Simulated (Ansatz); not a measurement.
# BH2+ (singlet): the correlation ladder at distance B1–H2 = 1.449 Å, cc-pVQZ

Aim: climb from Hartree-Fock through coupled cluster and multireference methods for BH2+ (singlet) at one geometry and basis, and see what each rung misses.

Computed with Ansatz 0.2.0, Gaussian basis. Level: cc-pVQZ, core rule «outside noble gas», up to 1 orbitals frozen.

Plan: UHF; CCSD(T) on RHF; BCCD(T) on RHF; CCSDT(Q) on RHF; CASSCF and MRCISD+Q, 4 electrons in 6 orbitals; CASSCF and NEVPT2, 4 electrons in 6 orbitals; Full CI.

## (1) The geometry

The geometry derives from a PBE0/def2-TZVP stationary point (not a proven minimum). One bond is set to the value named and the two fragments are kept rigid.

3 atoms, charge 1, spin multiplicity 1.

Atoms are counted from 1 here; the program's logs count them from 0.

Bond lengths: B1–H2 1.449 Å, B1–H3 1.179 Å. Angles: H2–B1–H3 180.0°.

## (2) UHF

in.yaml reads:

```yaml
crystal:
  periodic: [false, false, false]
  atoms:
    - {symbol: B, position_ang: [0.000000, 0.000000, 0.089940]}
    - {symbol: H, position_ang: [0.000000, 0.000000, -1.359060]}
    - {symbol: H, position_ang: [0.000000, 0.000000, 1.269121]}
basis:
  gaussian: {orbitals: cc-pVQZ}
total_charge: 1
magnetization: {spin_polarized: true, initial_magnetization: 0}
hamiltonian: {xc: hf}
output: {orbitals: {seedname: orbitals}}
```

The run is started by

```bash
> ansatz run in.yaml --threads 1 --pin off --events-out ev --progress --plain --max-ram 4096MiB --backend cpu
```

The runs that follow: CCSD(T) on RHF; BCCD(T) on RHF; CCSDT(Q) on RHF; CASSCF and MRCISD+Q, 4 electrons in 6 orbitals; CASSCF and NEVPT2, 4 electrons in 6 orbitals; Full CI.

**Question.** What will the summary of the whole plan be? Wanted: FCI below the RHF energy; RMP2 from FCI; RCCSD from FCI; RCCSD(T) from FCI; RCCSDT(Q) from FCI; NEVPT2 valence from FCI; MRCISD+Q valence from FCI; T1 diagnostic; effectively unpaired electrons.

As calculated:

| quantity | value |
| --- | --- |
| FCI below the RHF energy | -2.5421 eV |
| RMP2 from FCI | +510.1 meV |
| RCCSD from FCI | +43.4 meV |
| RCCSD(T) from FCI | +9.3 meV |
| RCCSDT(Q) from FCI | +0.2 meV |
| NEVPT2 valence from FCI | +351.1 meV |
| MRCISD+Q valence from FCI | +27.7 meV |
| levels within 1 kcal/mol (43 meV) | RCCSD, RCCSD(T), BCCD(T), RCCSDT, RCCSDT(Q), MRCISD+Q valence |
| T1 diagnostic | 0.008 |
| effectively unpaired electrons | 0.03 |

What this shows: RCCSD(T) lands +9.3 meV from the yardstick (0.4 % of the correlation energy). One determinant dominates. Of the multireference levels listed MRCISD+Q valence comes nearest in total energy (+27.7 meV), which doesn't show that its space is the better one. These misses are within one basis, not against nature.
